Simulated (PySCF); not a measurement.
Compound: oxonium, H3O (charge +1).
Structure used (GFN2-xTB), in Å, numbered top down from 1:
```
atom  x, y, z in Å
O1     0.003   -0.002    0.207
H2    -0.550   -0.761   -0.085
H3    -0.382    0.861   -0.064
H4     0.939   -0.094   -0.081
```

The closed-shell ground state was solved at several levels (PySCF, density fitting, gas phase, non-relativistic).

| level | basis functions | total energy (Eh) | HOMO (eV) | LUMO (eV) | gap (eV) |
| --- | --- | --- | --- | --- | --- |
| CAM-B3LYP/def2-SVPD | 47 | -76.6218 | -22.34 | -6.36 | 15.98 |
| PBE0/pcSseg-1 | 32 | -76.6077 | -20.75 | -7.04 | 13.71 |

Problem. Estimate the row for B3LYP/pcJ-1, a basis of 57 functions; the other rows only guide the guess.

Solution. Total energy -76.7077 Eh, HOMO -20.37 eV, LUMO -7.53 eV, gap 12.84 eV.

Problem. Over all these levels, which gives the widest orbital gap and which the narrowest?

Solution. CAM-B3LYP/def2-SVPD (range-separated hybrid) has the widest, 15.98 eV, and B3LYP/pcJ-1 (global hybrid, 20 % exact exchange) the narrowest, 12.84 eV. Functional and basis both differ between the two, so the spread mixes both effects.
